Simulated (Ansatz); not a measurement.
This Ansatz (an electronic-structure program) input (CCSD(T)/6-31G) gives -76.34383 Eh with 20 basis functions. A basis named .json is the Basis Set Exchange file of that set (core-valence sets with the plain set on hydrogen).

Ansatz 0.2 input:
```yaml
crystal:
  periodic: [false, false, false]
  atoms:
    - {symbol: C, position_ang: [-0.00000000, -0.00000000, -0.48944061]}
    - {symbol: C, position_ang: [0.00000000, 0.00000000, 0.74906153]}
    - {symbol: H, position_ang: [-0.00000000, -0.00000000, -1.55772552]}
basis:
  gaussian:
    orbitals: 6-31G
total_charge: -1
magnetization: {spin_polarized: false}
correlation: {method: ccsd_t, electrons: outside_noble_gas}
```

Change:
```diff
- orbitals: 6-31G
+ orbitals: def2-QZVPP.json
```

Problem. What does the run give now?

Solution. -76.59465 Eh (CCSD(T)/def2-QZVPP, 144 functions), a change of -250.82 mEh.
